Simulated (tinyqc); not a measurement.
Inside a calculation. Method: Pariser-Parr-Pople SCF with singles CI, for the molecule c1ccoc1 (SMILES; centres numbered as the heavy atoms are written). One step of it, computed by the program tinyqc.

Problem. Iteration 3: Fock matrix. F_rr = H_rr + P_rr gamma_rr / 2 + sum_(s != r) P_ss gamma_rs; F_rs = H_rs - P_rs gamma_rs / 2; E = tr P (H + F) / 2 + core repulsion sum_(r<s) z_r z_s gamma_rs.

P after iteration 2, lower triangle:
```
           1C         2C         3C        4O        5C
1C   1.061948
2C   0.587056   1.061943
3C  -0.084885   0.765532   1.099865
4O  -0.229131  -0.229081   0.452477  1.676317
5C   0.765520  -0.084910  -0.425214  0.452483  1.099926
```

core matrix H (eV), lower triangle:
```
            1C          2C          3C          4O          5C
1C  -35.045931
2C   -2.390000  -35.044949
3C    0.000000   -2.390000  -37.215391
4O    0.000000    0.000000   -2.240000  -54.767178
5C   -2.390000    0.000000    0.000000   -2.240000  -37.214608
```

repulsion gamma_rs (eV), lower triangle:
```
           1C         2C         3C         4O         5C
1C  11.130000
2C   5.344818  11.130000
3C   4.046371   5.346212  11.130000
4O   4.574962   4.574406   6.308436  21.500000
5C   5.344818   4.045107   4.045936   6.309373  11.130000
```

Centres (angstrom, eV; a flat drawing with bonds scaled to 1.40 angstrom):
```
centre          x          y  core charge z          W   gamma_rr
1C       1.191000   0.000000              1  11.160000  11.130000
2C       0.368000   1.133000              1  11.160000  11.130000
3C      -0.963000   0.700000              1  11.160000  11.130000
4O      -0.963000  -0.700000              2  33.000000  21.500000
5C       0.368000  -1.133000              1  11.160000  11.130000
```

Give: F; pi energy.

Solution.

F (eV), lower triangle:
```
         1C       2C       3C        4O       5C
1C  -5.4618
2C  -3.9589  -5.4617
3C   0.1717  -4.4363  -6.0951
4O   0.5241   0.5240  -3.6672  -13.1524
5C  -4.4358   0.1717   0.8602   -3.6674  -6.0954
```

pi energy = -96.0321 eV
